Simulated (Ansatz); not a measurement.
Consider the formal hydrolysis of the Al–Si bond: `F[SiH2][AlH2]` + H₂O → `[OH][AlH2]` + `F[SiH3]`.

Gas-phase electronic energies from Ansatz, PBE0-D4/def2-TZVP geometries. CCSD(T)/CBS is the MP2 limit (def2-TZVPP, def2-QZVPP) plus CCSD(T) − MP2 in def2-TZVPP, frozen cores. This one scheme is used for every species. DFT in def2-TZVPP.

```tsv
species	RPA@PBE/def2-TZVPP energy (Eh)
`F[SiH2][AlH2]`	-633.47244
H₂O	-76.45633
`[OH][AlH2]`	-319.14270
`F[SiH3]`	-390.84424
```

Work out ΔE.

ΔE = (-319.14270) + (-390.84424) − (-633.47244) − (-76.45633) = -0.05817 Eh = -152.7 kJ/mol. CCSD(T)/CBS gives -150.3 kJ/mol.

Largest T1 diagnostic among the species: 0.012.

At CCSD(T), def2-SVP lies −9.8 kJ/mol from the extrapolated value and def2-TZVPP −3.0 kJ/mol. The D4 term adds +3.0 kJ/mol with B3LYP and +1.8 kJ/mol with PBE0; it sums over pairs of atoms, weighted by their polarisabilities, and B3LYP, whose exchange is more repulsive, gets the larger term. From PBE to PBE0 (25 % exact exchange), in def2-TZVPP and without D4, ΔE moves by −3.4 kJ/mol.

B3LYP here is the variant with VWN-RPA as its local correlation; programs differ in this.
